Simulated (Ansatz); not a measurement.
Fluorite SrCl2, treated with PBEsol (PAW; Ansatz, a first-principles code).

Settings: plane-wave cutoff 520 eV, 8×8×8 k mesh, Fermi–Dirac smearing 0.01 eV, scalar-relativistic PAW data made under PBE.

Computed points:

```tsv
V (Å³/atom)	E − E_lowest (meV/atom)	P (GPa)
25.822	13.17	2.712
26.372	5.63	1.706
26.921	1.35	0.805
27.471	0.00	-0.001
28.020	1.26	-0.722
28.569	4.86	-1.367
29.119	10.56	-1.944
```

Question: What bulk modulus B0 and pressure derivative B′ does a third-order Birch–Murnaghan fit give?

Answer: V0 = 27.470 Å³/atom, B0 = 38.1 GPa, B′ = 4.6 (fit to the energies at full precision).

Measured, for comparison: bulk modulus 34.3 GPa (temperature not stated, not corrected to a static lattice, from elastic constants; as tabulated in Kanchana et al., Calculated structural, elastic and electronic properties of …); equilibrium volume per atom 28.27 Å³/atom (room temperature, not corrected to a static lattice; as tabulated in Kanchana et al., Calculated structural, elastic and electronic properties of …). Computed (rounded) less measured: bulk modulus +11 % (against room or unstated temperature, where such soft solids are markedly softer), equilibrium volume per atom -2.8 %.

Computed values are for the static lattice.
